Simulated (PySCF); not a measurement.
## Vertical excitation energies

Compound: C5H13P.
Numbering: `[CH3:1][CH2:2][P:3]([CH3:4])[CH2:5][CH3:6]` (hydrogens: H7, H8, H9 on C1; H10, H11 on C2; H12, H13, H14 on C4; H15, H16 on C5; H17, H18, H19 on C6)

Theory: TDDFT wB97X-D/def2-SVPD, vertical, gas phase, core orbitals frozen in the response (PySCF). The structure is a single GFN2-xTB conformer in the gas phase; no vibrational or solvent corrections. Torsions of this conformer, `[CH3:1][CH2:2][P:3]([CH3:4])[CH2:5][CH3:6]`: C1–C2–P3–C4 78°, C2–P3–C5–C6 -177°.

```json
{"state": "S1", "E (eV)": "6.65", "λ (nm)": "186.4", "f": "0.150", "|μ| (D)": "2.44", "symmetry": "A″", "main configurations (H = HOMO, L = LUMO)": "H→L+1 (77%), H→L+4 (17%)"}
{"state": "S2", "E (eV)": "6.71", "λ (nm)": "184.9", "f": "0.109", "|μ| (D)": "2.07", "symmetry": "A′", "main configurations (H = HOMO, L = LUMO)": "H→L+2 (74%), H→L (10%), H→L+5 (10%)"}
{"state": "S3", "E (eV)": "6.92", "λ (nm)": "179.1", "f": "0.0015", "|μ| (D)": "0.24", "symmetry": "–", "main configurations (H = HOMO, L = LUMO)": "H→L (81%), H→L+2 (9%)"}
{"state": "S4", "E (eV)": "7.53", "λ (nm)": "164.6", "f": "0.272", "|μ| (D)": "3.09", "symmetry": "A′", "main configurations (H = HOMO, L = LUMO)": "H→L+3 (74%), H→L+6 (11%)"}
{"state": "S5", "E (eV)": "7.91", "λ (nm)": "156.7", "f": "0.0071", "|μ| (D)": "0.49", "symmetry": "A′", "main configurations (H = HOMO, L = LUMO)": "H→L+5 (57%), H→L+6 (24%), H→L+2 (10%)"}
{"state": "S6", "E (eV)": "7.98", "λ (nm)": "155.4", "f": "0.0004", "|μ| (D)": "0.12", "symmetry": "–", "main configurations (H = HOMO, L = LUMO)": "H→L+4 (65%), H→L+1 (18%)"}
{"state": "S7", "E (eV)": "8.17", "λ (nm)": "151.7", "f": "0.048", "|μ| (D)": "1.24", "symmetry": "A′", "main configurations (H = HOMO, L = LUMO)": "H→L+8 (50%), H→L+6 (23%), H→L+3 (14%)"}
{"state": "S8", "E (eV)": "8.44", "λ (nm)": "146.9", "f": "0.0001", "|μ| (D)": "0.04", "symmetry": "–", "main configurations (H = HOMO, L = LUMO)": "H→L+7 (59%), H-1→L+2 (18%)"}
```

Triplets (Tamm–Dancoff): T1 5.55 eV, H→L+1 (57%), H→L+4 (32%); T2 5.70 eV, H→L+2 (56%), H→L+5 (23%); T3 6.81 eV, H→L (83%).

The lowest singlet lies at 6.65 eV (186 nm, vacuum ultraviolet) and is of moderate strength; its leading configuration is HOMO→LUMO+1 (77%). The most intense listed level is S4 at 7.53 eV (165 nm, f = 0.272), 0.88 eV above S1. Löwdin shares by element: HOMO phosphorus 60%, carbon 30% or more; LUMO carbon 34% or more, hydrogen 7% or more (atoms not listed hold the other 58%). Orbital energies (eV): HOMO-3 -11.60, HOMO-2 -10.64, HOMO-1 -10.21, HOMO -8.25, LUMO 2.41, LUMO+1 2.54, LUMO+2 2.70. The listed states span 1.79 eV, and the widest gap between neighbours is 0.61 eV (S3 to S4). Weighted by f, the mean energy of these states is 7.21 eV. Symmetry labels in Cs follow from the direction of the transition dipole and are given only for states with f of 0.002 or more. Singlets were solved by full linear response, triplets in the Tamm–Dancoff approximation.
